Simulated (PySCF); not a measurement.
**How exact exchange moves a shielding**

Molecule: `O[BH2-][NH3+]`, BH6NO.

Structure with atom numbers: `[NH3+:1][BH2-:2][OH:3]`. Each H is labelled by its parent atom.

GIAO shieldings (ppm, equivalent atoms averaged) in PySCF 2.14 on the PBE0-D3(BJ)/def2-SVP geometry, basis pcSseg-2, gas phase, non-relativistic:

```tsv
functional	exact exchange (%)	σ(B2)	σ(O3)
BLYP	0	95.9	268.8
BP86	0	99.2	276.2
PBE	0	98.6	273.8
PBE0	25	104.1	288.2
mPW1PW91	25	104.0	288.6
BHandHLYP	50	106.4	293.5
HF	100	115.9	307.2
```

(1) Fit each shielding as a line in the percentage of exact exchange.

(2) What does the line predict for B3LYP (20 %), and what does the run give?

Results:

(1) σ(B2) = 98.4 + 0.18 x (rms 1.2 ppm); σ(O3) = 275.3 + 0.35 x (rms 3.6 ppm). The functionals also differ in their semilocal parts, which the line can't hold; Hartree–Fock has no correlation at all.

(2) σ(B2): 102.0 predicted, 100.5 computed; σ(O3): 282.3 predicted, 281.4 computed ppm.
